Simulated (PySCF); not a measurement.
Assigning NMR signals

Geometry:
```tsv
atom	x (Å)	y (Å)	z (Å)
C1	-0.528	1.452	0.249
C2	-0.259	0.121	-0.430
C3	-0.882	-1.061	0.315
C4	1.227	-0.091	-0.621
O5	2.097	0.646	-0.239
O6	1.492	-1.226	-1.287
H7	-1.610	1.641	0.309
H8	-0.118	1.458	1.270
H9	-0.058	2.282	-0.296
H10	-0.684	0.132	-1.451
H11	-0.707	-2.007	-0.215
H12	-1.968	-0.915	0.416
H13	-0.460	-1.150	1.329
H14	2.458	-1.282	-1.354
```

Equivalent nuclei averaged, gas phase, one computed conformer, non-relativistic Hamiltonian. Spin–spin couplings from B3LYP/pcJ-1 (without the spin–dipole term); shielding tensors at KT2/pcSseg-2 (GIAO); coordinates at the PBE0-D3(BJ)/def2-SVP level; PySCF 2.14.0 with density-fitted response routines.

Scale: ¹³C, ¹H against TMS (reference shieldings calculated alike).

(1) Assign these signals to the numbered atoms. ¹³C{¹H} NMR (computed): δ 174.0, 36.8, 20.9.

(2) Assign these signals to the numbered atoms. ¹H NMR (300 MHz, computed): δ 5.46 (br s, 1H), 2.70 (sept, J = 8.0 Hz, 1H), 1.18 (d, J = 8.0 Hz, 6H).

Results:

(1) 
174.0 → C4, carboxylic acid carbon: lone-pair donation from the attached heteroatom keeps it upfield of a ketone carbonyl
36.8 → C2, sp3 CH α to a carbonyl: α to the electron-withdrawing carbonyl group
20.9 → C1/C3, methyl carbon: aliphatic region, no heteroatom directly attached

(2) 
| δ (ppm) | atoms | environment | reason |
| --- | --- | --- | --- |
| 5.46 | H14 | hydrogen on an acid hydroxyl oxygen | exchangeable, gas-phase position |
| 2.70 | H10 | hydrogen on an sp3 CH α to a carbonyl | α to C=O |
| 1.18 | H7/H8/H9/H11/H12/H13 | hydrogen on a methyl carbon | – |

Exchangeable OH/NH protons stand at their gas-phase positions; hydrogen bonding in a real sample shifts them, mostly to higher δ. Multiplet labels drop couplings under 1 Hz and merge nearly equal ones. Unscaled 3J(H,H) at this level run about 10 % above measured values. Shifts are as computed. Against solution values, carbons near 30 ppm lie about +3 ppm off and those near 130 ppm about -1 ppm. Of 1211 compounds with measured shifts, 218 miss one by over three times the rms of a fit or turn the order of signals round; such compounds aren't used in these exercises. Hydrogen bonding in solution deshields acid and N–H amide carbonyl carbons by as much as 10 ppm beyond these values.
